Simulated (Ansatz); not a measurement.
# C3H3F: up Jacob's ladder to CCSD(T)

The task here is to estimate one member of a computed series from the others.

Computed with Ansatz 0.2.0, Gaussian basis. Level: functionals in def2-TZVPP, the program's frozen cores in correlated methods.

Plan: LDA (SPW92), PBE-D4, revPBE-D4, BLYP-D4, r2SCAN-D4, B97M-V, PBE0-D4, B3LYP-D4, r2SCANh-D4, r2SCAN0-D4, HSE06-D4, BHLYP-D4, CAM-B3LYP-D4, LC-ωPBE, ωB97X-V, ωB97M-V, B2PLYP, PBE-QIDH; CCSD(T)/def2-SVP; CCSD(T)/def2-TZVPP; MP2/def2-QZVPP; extrapolation to the limit; RPA on PBE.

**The relaxed structure**

An earlier PBE0-D4 in a triple-zeta def2 set relaxation fixed the geometry.

SMILES `FC1C=C1`, 7 atoms, charge 0, spin multiplicity 1.

Atoms are counted from 1 here; the program's logs count them from 0.

Bond lengths: F1–C2 1.387 Å, C2–C3 1.459 Å, C2–C4 1.459 Å, C2–H5 1.087 Å, C3–C4 1.300 Å, C3–H6 1.077 Å, C4–H7 1.077 Å. Angles: F1–C2–C3 118.4°, F1–C2–C4 118.4°, F1–C2–H5 108.2°, C3–C2–C4 52.9°, C3–C2–H5 124.9°, C4–C2–H5 124.9°, C2–C3–C4 63.5°, C2–C3–H6 147.0°, C4–C3–H6 149.4°, C2–C4–C3 63.5°, C2–C4–H7 147.0°, C3–C4–H7 149.4°.

Set-up of the first run:

The input, in.yaml:

```yaml
crystal:
  periodic: [false, false, false]
  atoms:
    - {symbol: F, position_ang: [-1.530436, -0.981062, 0.010749]}
    - {symbol: C, position_ang: [-0.518892, -0.149288, -0.446066]}
    - {symbol: C, position_ang: [0.182627, 0.686855, 0.522154]}
    - {symbol: C, position_ang: [0.830144, -0.347150, 0.073235]}
    - {symbol: H, position_ang: [-0.755271, 0.145208, -1.465326]}
    - {symbol: H, position_ang: [0.140947, 1.543328, 1.174509]}
    - {symbol: H, position_ang: [1.712182, -0.965789, 0.085146]}
basis:
  gaussian: {orbitals: def2-TZVPP}
hamiltonian: {xc: lda}
output: {orbitals: {seedname: orbitals}}
```

Launch:

```
ansatz run in.yaml --threads 2 --pin off --events-out ev --progress --plain --max-ram 4352MiB
```

Among the steps run: LDA; PBE-D4 (GGA); revPBE-D4 (GGA); BLYP-D4 (GGA); r2SCAN-D4 (meta-GGA); B97M-V (meta-GGA); PBE0-D4 (hybrid); B3LYP-D4 (hybrid); r2SCANh-D4 (hybrid); r2SCAN0-D4 (hybrid); HSE06-D4 (hybrid); BHLYP-D4 (hybrid); CAM-B3LYP-D4 (range-separated); LC-ωPBE (range-separated); ωB97X-V (range-separated); ωB97M-V (range-separated); B2PLYP (double hybrid); PBE-QIDH (double hybrid).

One table of the session follows, with a row left open; its other results are not shown here.

It belongs to the step «Frontier levels by functional». 

```
  functional  HOMO (eV)  gap (eV)
 LDA (SPW92)      -7.06      5.35
      PBE-D4      -6.89      5.45
   revPBE-D4      -6.83      5.49
     BLYP-D4      -6.81      5.48
   r2SCAN-D4      -7.19      6.02
      B97M-V      -7.32      6.26
     PBE0-D4      -8.43      8.07
    B3LYP-D4      -8.20      7.58
  r2SCANh-D4      -7.76      6.99
  r2SCAN0-D4      -8.62      8.42
    HSE06-D4          ?         ?
    BHLYP-D4      -9.53     10.31
CAM-B3LYP-D4      -9.87     10.68
     LC-ωPBE     -11.20     13.26
     ωB97X-V     -10.84     12.82
     ωB97M-V     -10.74     12.57
```

**Question.** Estimate the row for HSE06-D4.

**Answer.** HOMO (eV): -8.02; gap (eV): 7.28. In the column «HOMO (eV)» it lies between B3LYP-D4 (-8.20) and r2SCANh-D4 (-7.76).
